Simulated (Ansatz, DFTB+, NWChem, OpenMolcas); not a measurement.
## Loss of H2O: C2H5NO → C2H3N + H2O

Gas-phase species: C2H5NO `C/C=N/O`, singlet; C2H3N `CC#N`, singlet; H2O (water) `O`, singlet. This is a balance of energies; it says nothing on the path, which may need atoms to shift.

Shapes, held fixed at every level: PBE0-D4/def2-TZVP. Flexible molecules stand in one conformer, not always the lowest. Programs: Ansatz 0.2.0, DFTB+ 25.1, NWChem 7.3.0, OpenMolcas 26.06. A level may come from different programs for different species; with the same settings they agree closely. The zero-point and thermal change to 298 K, harmonic and unscaled (PBE0-D4/def2-TZVP), is -9.6 kJ/mol.

```csv
level,kind,ΔH(298 K) (kJ/mol)
DFTB2-D4,semi-empirical,-110.8
HF/STO-3G,Hartree–Fock,+0.3
HF/3-21G,Hartree–Fock,-156.1
HF/def2-SVP,Hartree–Fock,-160.7
B3LYP/6-31G* (Cartesian functions),global hybrid,-95.1
PBE0/def2-SVP,global hybrid,-85.9
```

PBE0/def2-SVP gives ΔH(298 K) = -85.9 kJ/mol; the levels span -160.7 to +0.3. They disagree on the sign: 1 of 6 are positive. The median of the levels is -102.9. No measured value is set beside it here. PBE0/def2-SVP lies outside the range of the other correlated levels here, so it shouldn't be taken on trust. Rows in sets without polarisation functions are far from converged.
